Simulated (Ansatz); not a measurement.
**Europium, bcc: convergence with cold smearing**

Computed with Ansatz, LDA, scalar-relativistic PAW, on the relaxed cell (a = 4.109 Å; ferromagnetic, net 7.16 μB per atom). Errors count from a run at 420 eV on a Γ-centred 14×14×14 mesh with Fermi-Dirac smearing of 0.05 eV, extrapolated to zero width. Fixed here: cutoff 420 eV, mesh 11×11×11.

```tsv
width (eV)	E(σ→0) error (meV/atom)	F error (meV/atom)	P (GPa)	sphere moment (μB)	SCF iterations
0.01	1.3	1.3	-0.01	6.94	15
0.1	1.0	2.3	0.00	6.93	21
0.2	9.1	51.0	-0.37	7.04	22
0.3	50.6	117.3	-0.53	7.02	17
0.6	192.9	292.9	-0.39	6.99	24
1.0	356.7	448.2	0.00	6.98	22
```

What does the run at 0.03 give (width)?

E(σ→0) error (meV/atom): 1.4; F error (meV/atom): 1.4; P (GPa): -0.02; sphere moment (μB): 6.93; SCF iterations: 16.
